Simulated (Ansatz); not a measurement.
Basis-set extrapolation for C5H8, SMILES `C=CC(=C)C` (PBE0-D4/def2-TZVP geometry, frozen core, the Gaussian-basis code of Ansatz). Multiplicity 1, RHF reference.

```
                      def2-TZVPP   def2-QZVPP
                 HF  -194.033836  -194.042666
    MP2 correlation    -0.825048    -0.876918
CCSD(T) correlation    -0.909565      not run
```

Energies in hartree. Use E(X) = E(∞) + A·exp(−7.88·√X) for Hartree–Fock and E(X) = E(∞) + B·X^(−2.97) for correlation, with X = 3 and 4, and add CCSD(T) minus MP2 of the smaller set to the MP2 limit.

Q: What is the CCSD(T) energy at the basis-set limit?

A: HF limit: -194.042666 + (-0.008830) × 0.13774 = -194.04388. MP2 limit: -0.876918 + (-0.051870) × 0.74074 = -0.91534. Higher-order term: -0.909565 − (-0.825048) = -0.08452. Total: -195.04374 hartree, 63.0 kcal/mol below CCSD(T)/def2-TZVPP.
